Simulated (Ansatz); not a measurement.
`O=S1CC1` → `OCC=S`  (isomerisation)

Computed with Ansatz on PBE0-D4/def2-TZVP structures; ΔE is electronic, products minus reactants. CBS: MP2 limit from def2 TZ/QZ plus the TZ coupled-cluster correction, frozen cores. This one scheme is used for every species. Functionals use def2-TZVPP. One conformer a species, not always the lowest.

| level | ΔE (kJ/mol) |
| --- | --- |
| r2SCAN0-D4 | -54.0 |
| r2SCAN | -47.2 |
| PBE0 | -53.7 |
| RPA@PBE/def2-TZVPP | -74.6 |
| SCS-MP2/def2-TZVPP | -68.5 |
| CCSD/def2-TZVPP | -82.6 |
| MP2/def2-QZVPP | -54.1 |
| CCSD/CBS(def2) | -70.9 |

Task: What does CCSD(T)/CBS give? (An estimate is asked.)

Result: Ansatz gave: -66.7 kJ/mol. The listed levels differ from it by 12.7, 19.5, 13.0, -7.9, -1.8, -15.9, 12.6, -4.2 kJ/mol.

Largest T1 diagnostic among the species: 0.017.

In def2-TZVPP, CCSD(T) changes the Hartree–Fock value by +22.7 kJ/mol (the triples alone add +4.2 kJ/mol) and MP2 by +38.7 kJ/mol. At CCSD(T), def2-SVP lies −87.9 kJ/mol from the extrapolated value and def2-TZVPP −11.7 kJ/mol. Leaving LDA and LC-ωPBE aside and taking each functional with its dispersion term where it has one, the values, not all of them listed here, spread over 33.5 kJ/mol, from BHLYP-D4 to revPBE-D4.
